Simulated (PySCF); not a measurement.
A PySCF script (with the pyscf-properties extension) for the NMR shieldings of Anisole (SMILES c1c(OC)cccc1), on a PBE0-D3(BJ)/def2-TZVP geometry:

```python
import basis_set_exchange as bse
import numpy as np
from pyscf import gto, dft
from pyscf.prop import nmr

atoms = """
C    -2.638138    0.282935   -0.250853
O    -1.586104   -0.407330   -0.876524
C    -0.339408   -0.238491   -0.379267
C     0.680336   -0.917320   -1.044804
C     1.984496   -0.807430   -0.605223
C     2.296183   -0.022332    0.499454
C     1.280140    0.649339    1.155089
C    -0.038290    0.549686    0.726448
H    -3.539253    0.036032   -0.809468
H    -2.763489   -0.032152    0.791145
H    -2.481828    1.366899   -0.281037
H     0.422296   -1.524872   -1.904062
H     2.768637   -1.339889   -1.130943
H     3.320284    0.061874    0.841579
H     1.506145    1.264982    2.018288
H    -0.814856    1.083753    1.257633
"""
names = dict.fromkeys(["C", "O", "H"], "pcSseg-2")
basis = {el: gto.basis.parse(bse.get_basis(n, elements=[el], fmt="nwchem")) for el, n in names.items()}
mol = gto.M(atom=atoms, basis=basis, charge=0, verbose=0)
mf = dft.RKS(mol, xc="HYB_GGA_XC_WB97X_D")
mf.grids.level = 2
mf.grids.alignment = dft.numint.BLKSIZE   # the property module wants whole blocks of grid points
mf.conv_tol = 1e-9
mf.kernel()

calc = nmr.RKS(mf)   # GIAO
C = mf.mo_coeff
Co = C[:, mf.mo_occ > 0]
resp = mf.gen_response(singlet=True, hermi=2)
def vind(x):   # induced exchange potential for any number of trial vectors
    d = np.einsum("pi,xij,qj->xpq", C, 2 * x.reshape(-1, C.shape[1], Co.shape[1]), Co, optimize=True)
    return np.einsum("xpq,pi,qj->xij", resp(d - d.transpose(0, 2, 1)), C, Co, optimize=True).ravel()
mo1, _ = nmr.rhf.solve_mo1(calc, with_cphf=vind)
sigma = calc.kernel(mo1)
for i, s in enumerate(sigma):   # ppm
    print("%2d %-2s %9.2f" % (i, mol.atom_pure_symbol(i), np.trace(s) / 3))
```

**Question.** What are the results?

**Answer.** 
```
 0 C     129.20
 1 O     237.30
 2 C      13.19
 3 C      58.54
 4 C      44.72
 5 C      56.36
 6 C      45.16
 7 C      68.93
 8 H      27.62
 9 H      27.99
10 H      28.02
11 H      24.32
12 H      23.99
13 H      24.39
14 H      23.96
15 H      24.58
```

These numbers come from an equivalent density-fitted implementation of the same equations, which agrees with the script to about 0.01 ppm for H and up to a few tenths of a ppm for heavy atoms, so last digits may differ.

**Question.** Turn these shieldings into chemical shifts. Referencing at the same level of theory: ¹³C (σref 186.29), ¹H (σref 31.63) against TMS; H2O for ¹⁷O (σref 328.24).

**Answer.** Averaging equivalent atoms: C 2: 173.1; C 4/6: 141.3; C 5: 129.9; C 3/7: 122.6; C 0: 57.1; O 1: 90.9; H 12/14: 7.66; H 13: 7.24; H 11/15: 7.19; H 8/9/10: 3.76 ppm. Experimental scales use liquid or dissolved standards, which lie at an offset from isolated H2O (liquid H2O: subtract about 36 ppm).

Size and cost of the density-fitted run: 400 basis functions, 3 min wall time (5.8 min CPU) on 2 threads of an Intel Xeon, shared host; peak memory 2.5 GiB.
